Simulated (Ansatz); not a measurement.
# C3H4FN: small, medium and large basis sets

An exercise on one series of results from a longer session: the logs are not shown, and one member is left open.

The runs use Ansatz 0.2.0, Gaussian basis; one geometry, several basis sets.

Levels to be run: PBE0-D4/def2-SVP; ωB97M-V/def2-SVP; PBE0-D4/def2-QZVPP; ωB97M-V/def2-QZVPP; the functionals' def2-TZVPP values are taken from earlier runs.

**The relaxed structure**

An earlier PBE0-D4 in a triple-zeta def2 set relaxation fixed the geometry.

SMILES `C=C(F)C=N`, 9 atoms, charge 0, spin multiplicity 1.

Atoms are counted from 1 here; the program's logs count them from 0.

Bond lengths: C1–C2 1.323 Å, C1–H6 1.081 Å, C1–H7 1.081 Å, C2–F3 1.342 Å, C2–C4 1.474 Å, C4–N5 1.264 Å, C4–H8 1.093 Å, N5–H9 1.022 Å. Angles: C2–C1–H6 120.4°, C2–C1–H7 121.0°, H6–C1–H7 118.6°, C1–C2–F3 120.0°, C1–C2–C4 128.4°, F3–C2–C4 111.6°, C2–C4–N5 128.1°, C2–C4–H8 113.6°, N5–C4–H8 118.3°, C4–N5–H9 111.6°.

Set-up of the first run:

File in.yaml:

```yaml
crystal:
  periodic: [false, false, false]
  atoms:
    - {symbol: C, position_ang: [0.541040, 0.873655, -0.868862]}
    - {symbol: C, position_ang: [0.600756, -0.245702, -0.166246]}
    - {symbol: F, position_ang: [1.686013, -1.030800, -0.245046]}
    - {symbol: C, position_ang: [-0.407027, -0.803784, 0.753905]}
    - {symbol: N, position_ang: [-1.538850, -0.327549, 1.051741]}
    - {symbol: H, position_ang: [-0.330147, 1.511113, -0.809066]}
    - {symbol: H, position_ang: [1.357229, 1.171361, -1.512322]}
    - {symbol: H, position_ang: [-0.103238, -1.745793, 1.216972]}
    - {symbol: H, position_ang: [-1.717376, 0.551098, 0.561824]}
basis:
  gaussian: {orbitals: def2-SVP}
hamiltonian: {xc: pbe0, dispersion: d4}
output: {orbitals: {seedname: orbitals}}
```

The run is started by

```console
> ansatz run in.yaml --threads 2 --pin off --events-out ev --progress --plain --max-ram 4352MiB
```

Among the steps run: PBE0-D4 in def2-SVP; ωB97M-V in def2-SVP; PBE0-D4 in def2-QZVPP; ωB97M-V in def2-QZVPP.

One of the session's tables, all rows but one given; the rest of the session is left out.

| functional | basis | HOMO (eV) |
| --- | --- | --- |
| PBE0-D4 | def2-SVP | -7.78 |
| PBE0-D4 | def2-TZVPP | -7.86 |
| PBE0-D4 | def2-QZVPP | -7.89 |
| ωB97M-V | def2-SVP | -9.97 |
| ωB97M-V | def2-TZVPP | -10.07 |
| ωB97M-V | def2-QZVPP | ? |

Estimate the missing values for ωB97M-V, def2-QZVPP.

**Answer.** HOMO (eV): -10.09. In the column «HOMO (eV)» it is the lowest.
